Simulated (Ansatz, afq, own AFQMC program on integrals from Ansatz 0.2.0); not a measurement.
HBrCl, doublet: AFQMC among the cluster methods

```xyz
3

Br    0.0000    0.0000   -1.6693
H     0.0000    0.0000    0.1597
Cl    0.0000    0.0000    1.5097
```

Connectivity, by distances: Br ··· Cl, 1 bridging H.

Basis cc-pVTZ. Noble-gas cores (and the filled d shells of Ga–Kr and In–Xe) are frozen. Ansatz 0.2.0 and our own AFQMC program on the same integrals; the CISD trial comes from CCSD amplitudes, and released means the phaseless constraint is let go. ± is one standard error of the sampling. No spin–orbit coupling.

Determinant: UHF, the one that the program's search chose, which needn't be the lowest solution. The geometry is a point of a scan.

No full CI on the walks' own integrals is used here; CCSDT(Q) serves as the reference and is uncertain by about the last step of the cluster series.

Cautions: no relativity below Rb; no spin-orbit coupling; inner d shell frozen; the released energies are still falling, so no released level is given (meV from the phaseless value at times in 1/Eh: 2 ± 5 at 0.24, -10 ± 4 at 0.51, -27 ± 5 at 0.99, -33 ± 6 at 1.50), though the last usable value meets CCSDT(Q) within the noise.

* T1 diagnostic: 0.0104
* weight of the determinant in the CISD state: 0.857
* ⟨S²⟩ of the determinant: 0.772
* size of the correlated space: 15 electrons in 72 orbitals

Reference: CCSDT(Q), correlation energy -10.971 eV.

```json
{"level": "HF", "E − E(reference) (kJ/mol)": "1058.6", "share of correlation (%)": "0.00"}
{"level": "MP2", "E − E(reference) (kJ/mol)": "141.9", "share of correlation (%)": "86.60"}
{"level": "CCSD", "E − E(reference) (kJ/mol)": "41.6", "share of correlation (%)": "96.07"}
{"level": "CCSD(T)", "E − E(reference) (kJ/mol)": "4.4", "share of correlation (%)": "99.58"}
{"level": "CCSDT", "E − E(reference) (kJ/mol)": "1.5", "share of correlation (%)": "99.86"}
{"level": "ph-AFQMC/CISD", "E − E(reference) (kJ/mol)": "2.1 ± 0.6", "share of correlation (%)": "99.80"}
```

A walk keeps the symmetry of its determinant, which the program's search chose and which needn't be the lowest solution, so a lower state of the same spin and another symmetry isn't excluded.
